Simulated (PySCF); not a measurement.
# NaC at MN15

Computed with MN15; basis Na aug-pcseg-1, C aug-pcseg-1; no relativity; PySCF 2.14.

| Quantity | Value |
| --- | --- |
| state | ⁴Σ⁻ (quartet), unpaired electrons σ ↑, π ↑↑ |
| bond length | 2.272 Å |
| harmonic wavenumber | 412 cm⁻¹ |
| force constant | 0.789 mdyn/Å |
| rotational constant Be | 0.4143 cm⁻¹ |
| anharmonicity ωexe | 3.05 cm⁻¹ |
| vibration–rotation constant αe | 0.00470 cm⁻¹ |
| well depth De to Na + C | 1.99 eV |
| dissociation energy D0 | 1.97 eV |
| bond order (Mayer) | 0.15 |
| dipole moment (positive dipole means Na(−)C(+)) | -8.07 D |

The state is the lowest determinant that a PBE0 search found; another state may lie lower at other levels.
